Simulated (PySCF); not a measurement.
# Indirect couplings

Bonds (- single, = double, # triple, : aromatic): N1=C2 1.265 Å, C2-C3 1.494 Å, C3-C4 1.490 Å, C4-N5 1.447 Å, N5-C3 1.449 Å. N1 carries H6; C2 carries H7; C3 carries H8; C4 carries H9, H10; N5 carries H11. Stereochemistry as in [H]/N=C\[C@@H]1CN1. H9 is cis to C2 on the ring; H10 is trans to C2 on the ring.

Method: B3LYP/pcJ-1 (spin–dipole term only in couplings to heteroatoms)//PBE0-D3(BJ)/def2-SVP, PySCF; isolated molecule, single conformer, non-relativistic. Couplings are averaged over pairs made equivalent by symmetry, fast rotation or ring inversion, so a value needn't be that of the named pair in this geometry, while other rotamers aren't included; one pair stands for each set, and the list holds a selection of those of at least 0.8 Hz over up to four bonds.

Isotopes: 13C, 1H, 15N.

```tsv
pair	bonds	J (Hz)
N1, C2	1	?
N1, H6	1	-46.5
C2, C3	1	50.9
C2, H7	1	?
C3, C4	1	20.4
C3, N5	1	6.1
C3, H8	1	171.8
C4, N5	1	9.1
C4, H9	1	?
C4, H10	1	?
N5, H11	1	?
C2, H8	2	4.7
C3, H9	2	-1.7
C3, H10	2	-1.8
C4, H11	2	-3.3
N5, H9	2	-8.8
H9, H10	2	?
N1, C4	3	-1.0
C2, H9	3	2.3
N5, H7	3	?
H6, H7	3	26.8
H7, H8	3	1.4
H8, H10	3	7.0
H9, H11	3	9.3
H10, H11	3	?
H6, H8	4	-1.0
```

Estimate the withheld couplings, with signs.

Answers


- 1J(N1,C2) = -2.5 Hz (bond length 1.265 Å)
- 1J(C2,H7) = 181.0 Hz (bond length 1.104 Å, sp2 carbon)
- 1J(C4,H9) = 187.2 Hz (bond length 1.096 Å, sp3 carbon)
- 1J(C4,H10) = 170.9 Hz (bond length 1.096 Å, sp3 carbon)
- 1J(N5,H11) = -63.8 Hz (bond length 1.017 Å)
- 2J(H9,H10) = 1.9 Hz (angle at C4 115°)
- 3J(N5,H7) = -1.9 Hz (dihedral angle 179°)
- 3J(H10,H11) = 11.6 Hz (dihedral angle 3°)
